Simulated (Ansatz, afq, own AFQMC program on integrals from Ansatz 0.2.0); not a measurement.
AFQMC on a folder of integrals that Ansatz 0.2.0 wrote.

```yaml
crystal:
  periodic: [false, false, false]
  atoms:
    - {symbol: Fe, position_ang: [0.000000, 0.000000, 0.000000]}
basis:
  gaussian: {orbitals: def2-TZVPP}
magnetization: {spin_polarized: true, initial_magnetization: 4}
correlation: {method: ccsd_t, electrons: outside_noble_gas, hamiltonian_folder: ham}
```

```sh
$ ansatz run in.yaml --threads 1 --pin off --events-out ev --progress --plain --max-ram 24576MiB --backend cuda --devices 0, --max-vram 18GiB
```

Options of the walk:

```
--method phaseless --trial hf --walkers 3400 --populations 20 --least-time 40 --time-step 0.005 --steps-per-block 20 --equilibration-blocks 160 --max-blocks 4000 --target-error 0.0008500 --factor-cut 1e-05 --start spin_pure --seed 6910 --taylor-order 6
```

Times are imaginary, in 1/Eh. The walk had a cap of 96 s. With eight or more populations the least sampling time is a fifth of least-time, and the error comes from their spread.

Log:

```
orbitals 55  electrons 6 2  factors 428 of 451
reference energy -1262.42902762 Eh
CCSD correlation -0.18787747 Eh in 16 cycles, weight of the determinant in the CISD state 0.9100
energy of the start -1262.429195 Eh
 block  time / (1/Eh)  mean weight  energy / Eh
     1     0.100  1.0014  -1262.507841
     2     0.200  1.0016  -1262.542682
     3     0.300  1.0016  -1262.560415
     4     0.400  1.0015  -1262.573426
     5     0.500  1.0011  -1262.582156
     8     0.800  1.0005  -1262.591140
    13     1.300  1.0000  -1262.605420
    31     3.100  1.0001  -1262.618985
    49     4.900  1.0000  -1262.624925
    67     6.700  0.9999  -1262.623584
    85     8.500  1.0002  -1262.626911
    91     9.100  0.9995  -1262.628116
   103    10.300  1.0000  -1262.619727
   121    12.100  1.0001  -1262.621477
   139    13.900  0.9998  -1262.620254
   151    15.100  1.0000  -1262.615217
   157    15.700  1.0004  -1262.621810
   175    17.500  0.9994  -1262.615362
   193    19.300  0.9994  -1262.619916
   211    21.100  1.0005  -1262.619493
   229    22.900  0.9997  -1262.618032
   235    23.500  0.9998  -1262.617584
error from the spread of 20 populations
energy -1262.618502 +/- 0.000746 Eh
(rows thinned)
```

The run passed its tests (sampling time, drift between the halves within three errors, error under three times the target), which doesn't prove that it has relaxed.

Against this walk (error 20.3 meV) on the same determinant: CCSD(T) 116.0 meV lower, CCSDT(Q) 133.5 meV lower, a separate phaseless walk with a CISD trial and standard settings 106.9 ± 20.5 meV lower. The error is statistical and leaves out the bias of the constraint. CCSDT(Q) is the surest value here, so the walk's 134 meV above it is most likely the bias of the constraint with this trial, which can have either sign.

Cautions: constraint bias not in the error; no relativity below Rb; outer-core shells of the metal frozen.

The walk took 38 s on 1 × NVIDIA H100 80GB HBM3 with 2 threads of AMD EPYC 7R13 Processor (Zen 3), on a shared host (the card was shared). The log's last line is the phaseless energy.

CCSDT and higher add their correlation energy to the determinant of the CCSD(T) run, since their own runs factorise the integrals more tightly (a shift of under 2 meV). A walk keeps the symmetry of its determinant, which the program's search chose and which needn't be the lowest solution, so a lower state of the same spin and another symmetry isn't excluded.
